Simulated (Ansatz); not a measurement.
Interaction energy ladder

The pair of H₂O (SMILES O, atoms 1–3) and CH₃Cl (SMILES CCl, atoms 4–8), both closed shells, in one local arrangement (a lower one may exist), relaxed at PBE0-D4/def2-TZVP:

O1  (0.047, -0.320, -2.023)
H2  (0.554, 0.327, -1.519)
H3  (-0.445, 0.193, -2.667)
C4  (-0.121, -0.158, 1.285)
Cl5  (0.912, 1.204, 0.783)
H6  (-0.490, -0.646, 0.386)
H7  (-0.941, 0.240, 1.878)
H8  (0.483, -0.840, 1.878)
(Å)

Program: Ansatz 0.2.0. Basis: def2-TZVPPD, with def2-QZVPPD for the basis limit. Cores are frozen in the correlated methods. B3LYP uses VWN-RPA correlation. Extrapolation: Hartree–Fock as exp(−7.88 √X), correlation as X^−2.97. Interaction energies count from these two fragments, frozen as in the pair, with the counterpoise correction; negative means bound.

**Question.** What is the interaction energy by CCSD(T) at an estimated basis limit (MP2 extrapolated from triple and quadruple zeta, plus CCSD(T) − MP2 in triple zeta)? (An estimate is asked for; the value comes from the calculation.)

**Answer.** The calculation gives: -14.8 kJ/mol. Hartree–Fock alone gives -5.7 kJ/mol at the basis limit. It counts from the two fragments frozen as in the pair.

The same quantity by other methods in triple zeta, and each one's difference from that estimate:
```tsv
method	E_int (kJ/mol)	difference
PBE-D4	-15.9	-1.1
revPBE-D4	-13.0	1.8
BLYP-D4	-13.7	1.1
r2SCAN-D4	-15.8	-1.0
B97M-V	-15.4	-0.6
PBE0-D4	-15.3	-0.5
B3LYP-D4	-14.5	0.3
HSE06-D4	-15.3	-0.5
wB97X-V	-14.7	0.0
wB97M-V	-14.8	0.0
B2PLYP	-11.5	3.3
HF	-5.6	9.2
MP2	-13.2	1.6
CCSD	-11.6	3.2
CCSD(T)	-12.9	1.9
```
Differences are method less estimate.

**Question.** Which atoms make the shortest contact between the fragments?

**Answer.** H2 and H6, 2.38 Å apart.

Basis-set superposition shift (counterpoise-corrected less uncorrected): CCSD(T) 2.1; MP2 2.0; HF 0.2; PBE0-D4 0.2; wB97M-V 0.2 kJ/mol.

T1 diagnostic: at most 0.011.

For scale, one of the runs: CCSD(T)/def2-TZVPPD, 213 basis functions, launched by `ansatz run in.yaml --threads 4 --pin off --events-out ev --progress --plain --max-ram 9574MiB`. Hardware: 4 CPU threads of an AMD EPYC 9R45, shared host. Wall time 11 s; peak host memory 3 GiB.
